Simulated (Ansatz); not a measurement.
What does this script print? It uses Ansatz 0.2.0 through its Python package.

`run_field.py`:
```python
"""Response of CH7AlO to a pair of distant point charges."""

import warnings

import ansatz as az
from ase import Atoms
import numpy as np

BASIS_SET = "aug-cc-pVDZ"
LEVEL = "mp2"


def main() -> None:
    warnings.simplefilter("ignore", az.DeckWarning)

    atoms = Atoms(["C", "O", "Al", "H", "H", "H", "H", "H", "H", "H"], positions=[
        [-0.941, 0.6143, -0.5998],
        [0.3692, 0.32, -0.7299],
        [0.8999, -0.555, 0.7911],
        [-1.245, 1.1791, -1.5463],
        [-1.6318, -0.2477, -0.4894],
        [-1.1495, 1.3926, 0.2225],
        [0.4507, -0.3611, -1.44],
        [0.1165, -1.8749, 0.9917],
        [0.7335, 0.4124, 2.1135],
        [2.4806, -0.9309, 0.6895],
    ])
    ch7alo = az.Crystal.molecule_from_ase(atoms)

    job = (
        ch7alo.calculation()
        .basis(gaussian=BASIS_SET)
        .correlation(LEVEL)
        .forces()
    )
    # charges +q and -q at -R and +R make a nearly even field 2 k q / R^2 at the centre
    centre = np.mean([site.position_ang for site in ch7alo.cartesian_sites], axis=0)
    field = 2 * 14.399645 * 3.0 / 30.0 ** 2


    def dipole(axis, sign):
        arm = 30.0 * np.eye(3)[axis]
        pair = [{"charge": sign * 3.0, "position_ang": (centre - arm).tolist()}, {"charge": -sign * 3.0, "position_ang": (centre + arm).tolist()}]
        deck = job.input().set(az.key.basis.gaussian.point_charges, pair)
        return np.array(az.Session.from_dict(deck).plan().execute().report["charge_distribution"]["dipole_moment_e_ang"])


    print(f"field {field:.4f} V/A")
    alpha = np.array([(dipole(axis, 1) - dipole(axis, -1)) / (2 * field) * 14.399645 for axis in range(3)])
    print("polarisability tensor (A^3)")
    print(np.array2string(alpha, precision=3, suppress_small=True))
    print(f"mean {np.trace(alpha) / 3:.3f} A^3 = {np.trace(alpha) / 3 / 0.14818471:.2f} bohr^3")


if __name__ == "__main__":
    main()
```

```console
$ python run_field.py
field 0.0960 V/A
polarisability tensor (A^3)
[[ 8.053 -0.429  0.338]
 [-0.421  7.589  0.074]
 [ 0.339  0.08   7.79 ]]
mean 7.811 A^3 = 52.71 bohr^3
```

The geometry is a force-field or estimated start, not a minimum of this method, and the basis set is short of its limit. The field of two point charges is only nearly even. Finished in 43 s on 1 thread of Arm Neoverse V1, with other jobs on the host, peak memory 0.46 GiB.
